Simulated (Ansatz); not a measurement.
# BSiH2 (quartet): the correlation ladder, def2-TZVPP

An exercise on one series of results from a longer session: the logs are not shown, and one member is left open.

Computed with Ansatz 0.2.0, Gaussian basis. Level: def2-TZVPP, core rule «outside noble gas», up to 6 orbitals frozen.

To be run: UHF; ROHF; CCSD(T) on UHF.

### The geometry

The geometry is a PBE0/def2-TZVP stationary point (not a proven minimum).

4 atoms, charge 0, spin multiplicity 4.

Atoms are counted from 1 here; the program's logs count them from 0.

Bond lengths: Si1–B2 1.871 Å, Si1–H3 1.488 Å, Si1–H4 1.488 Å. Angles: B2–Si1–H3 125.4°, B2–Si1–H4 125.4°, H3–Si1–H4 109.2°.

The first run:

Input file in.yaml:

```yaml
crystal:
  periodic: [false, false, false]
  atoms:
    - {symbol: Si, position_ang: [0.000000, 0.000000, 0.451790]}
    - {symbol: B, position_ang: [0.000000, 0.000000, -1.418773]}
    - {symbol: H, position_ang: [0.000000, 1.212692, 1.314369]}
    - {symbol: H, position_ang: [0.000000, -1.212692, 1.314369]}
basis:
  gaussian: {orbitals: def2-TZVPP}
magnetization: {spin_polarized: true, initial_magnetization: 3}
hamiltonian: {xc: hf}
output: {orbitals: {seedname: orbitals}}
```

On the command line:

```
$ ansatz run in.yaml --threads 1 --pin off --events-out ev --progress --plain --max-ram 4096MiB --backend cpu
```

Among the steps run: UHF; ROHF; CCSD(T) on UHF.

One of the session's tables, all rows but one given; the rest of the session is left out.

```
  method  from UCCSD(T) (meV)
    ROHF                    ?
     UHF              +5272.6
    UMP2              +1073.2
   UCCSD               +200.3
UCCSD(T)                    0
```

Q: Estimate the row for ROHF from the others.

As computed: from UCCSD(T) (meV): +5328.7. In the column «from UCCSD(T) (meV)» it is the highest.

With the free atoms at the same levels and basis (separate runs), the atomisation energy is 8.236 eV at UCCSD(T), 7.006 eV at ROHF.
